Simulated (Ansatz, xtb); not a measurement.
**A geometry optimisation of CH4MgSi with r2SCAN-D4/def2-SVP**

The starting geometry of this gas-phase triplet was built from a drawn formula by distance geometry and a force field; its bonds are those of `[CH][SiH2][MgH]`.

```yaml
atoms:
  - { symbol: C, position_ang: [-3.0596, 1.9286, -1.9328] }
  - { symbol: Mg, position_ang: [0.0961, 0.8897, -3.4326] }
  - { symbol: Si, position_ang: [-1.2582, 1.7537, -1.4874] }
  - { symbol: H, position_ang: [-3.6807, 2.3020, -1.1193] }
  - { symbol: H, position_ang: [-0.8434, 3.1172, -1.1271] }
  - { symbol: H, position_ang: [-1.1604, 0.9068, -0.2972] }
  - { symbol: H, position_ang: [1.0181, 0.2385, -4.7484] }
```

**Question.** Where would you expect an optimisation with r2SCAN-D4/def2-SVP to take it?

**Answer.** It keeps its bonds, and is `[CH][SiH2][MgH]`.

The energy falls by 0.46 eV over 19 steps:

| step | E − E(last) (eV) |
| --- | --- |
| 1 | 0.456 |
| 3 | 0.100 |
| 5 | 0.052 |
| 7 | 0.044 |
| 9 | 0.042 |
| 11 | 0.039 |
| 13 | 0.033 |
| 15 | 0.008 |
| 17 | 0.000 |
| 19 | 0.000 |

Final geometry (Å):

```xyz
7

C    -2.9015    2.0067   -1.5637
Mg   -0.0856    0.9131   -3.4049
Si   -1.1261    1.8554   -1.2071
H    -3.7391    1.9046   -2.2569
H    -0.5757    3.1969   -0.8024
H    -0.9267    0.9621   -0.0121
H     0.4668    0.2977   -4.8977
```

From the same start GFN2-xTB ends elsewhere, differing in C1–Mg2 (2.16 against 3.54 Å here).

The end wasn't checked by frequencies. Open shells are spin-unrestricted. The triplet needn't be the ground state. Run with Ansatz 0.2.0, 2.8 min on 2 threads of Intel(R) Xeon(R) Processor @ 2.50GHz (Skylake/Cascade Lake) (shared host).
